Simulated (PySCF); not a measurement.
Work out the structure from these simulated measurements.

Elements present: C, H and P. Monoisotopic mass: 122.0414 u.

* Polarisability: 106.7 au [CAM-B3LYP/def2-SVPD]
* NMR, other nuclei: isotropic shieldings of nuclei other than C and H, by class: 373 (2 P) ppm [GIAO PBE0/pcSseg-1]
* Rotational structure: rotational constants A, B, C: 3.035, 1.730, 1.286 GHz [PBE0-D3(BJ)/def2-SVP]
* 13C NMR: chemical shifts (computed TMS as zero) by class: 13.2 (4 C) ppm [GIAO PBE0/pcSseg-1]
* UV, first state: lowest singlet excitation: 5.49 eV (226 nm, f = 0.262) [TDDFT CAM-B3LYP/def2-SVPD]
* 1H NMR: chemical shifts (computed TMS as zero) by class: 0.98 (12 H) ppm [GIAO PBE0/pcSseg-1]

Gas-phase values; electronic properties from PySCF, density fitting. Levels stand in brackets. One conformer (not necessarily the lowest) at the PBE0-D3(BJ)/def2-SVP geometry, without solvent, vibrations or thermal averaging. NMR classes are plain means over equivalent atoms (diastereotopic ones count apart unless rotation or inversion swaps them), as if these changed places fast.

Problem. Which formula fits the mass and the elements?

Solution. C4H12P2 (calculated 122.0414). No other formula that holds each of these elements comes within 0.0003 u with a fitting electron parity and a possible valence count.

Problem. Give a SMILES that accounts for the data.

Solution. Numbering: `[CH3:1][P:2]([CH3:3])[P:4]([CH3:5])[CH3:6]`. 4 carbons fall into 1 class: sp3 carbon bound to phosphorus [C1/C3/C5/C6] (13.2 ppm, 4 C). All hydrogens form one class (0.98 ppm): methyl hydrogen. The other shieldings belong to: 373 ppm, three-coordinate phosphorus [P2/P4]. The optimised geometry has point group C2h and is an asymmetric top. Structure: PMe2PMe2 (`P(C)(P(C)C)C`). Computed isomers that give other values at the same levels: `CC(C)(C)PP` (rotational constant A: 3.421 GHz; this holds for the one conformer computed). The assignments are read from this structure; whether some other isomer fits the data as well wasn't checked.

Shape of the structure used: `[CH3:1][P:2]([CH3:3])[P:4]([CH3:5])[CH3:6]`: C1–P2–P4–C5 80°.
